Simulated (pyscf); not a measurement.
Single points on ωB97X-D3(BJ)/def2-SVP structures (PySCF, gas phase).

### Question
HO–Si(OH)(OH)–Cl (SMILES O[Si](O)(O)Cl) + HF (SMILES F) → HO–Si(OH)(OH)–F (SMILES O[Si](O)(O)F) + HCl (SMILES Cl)
Surface: singlet. Broken: Cl–Si, F–H. Formed: F–Si, Cl–H. Give ΔE‡ and ΔE from ωB97M-D3(BJ)/def2-TZVP, relative to the separated reactants.

### Answer
ΔE‡ = 22.9 kcal/mol, ΔE = -12.6 kcal/mol. Zero-point energy shifts the barrier by +0.6 kcal/mol. It is a four-centre exchange, with an imaginary mode of 580i cm⁻¹. On the reactant side the descent ends in a complex, 6.8 kcal/mol under the separated species and 31.0 kcal/mol under the saddle at ωB97X-D3(BJ)/def2-TZVP. On the product side the descent ends in a complex, 4.8 kcal/mol under the separated species and 39.4 kcal/mol under the saddle at ωB97X-D3(BJ)/def2-TZVP. One saddle was located; it need not be the lowest between these sides.
